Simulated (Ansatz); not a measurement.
# Al, fcc: how the functional moves the structure

All rows: Ansatz, plane waves with scalar-relativistic PAW, 420 eV (500 eV for the SCAN forms), relaxed under each functional, no dispersion correction, no zero-point motion. B₀ comes from uniform scaling at fixed shape; a dash is a value not given.

The measured cell (COD entry 9008460) has a = 4.050 Å, 16.60 Å³/atom.

| functional | V (Å³/atom) | cell | B₀ (GPa) | magnetic state |
| --- | --- | --- | --- | --- |
| PBE | 16.48 | a = 4.040 Å | 78 | spin not included |
| PBEsol | 16.18 | a = 4.015 Å | 82 | spin not included |
| LDA | 15.80 | a = 3.983 Å | 84 | spin not included |
| revPBE | 16.72 | a = 4.059 Å | 76 | spin not included |
| RPBE | 16.79 | a = 4.065 Å | 76 | spin not included |
| BLYP | 17.37 | a = 4.111 Å | 57 | spin not included |

(1) What does r²SCAN give?

## Answers

(1) V (Å³/atom): 15.92; cell: a = 3.993 Å; B₀ (GPa): 92; magnetic state: spin not included.
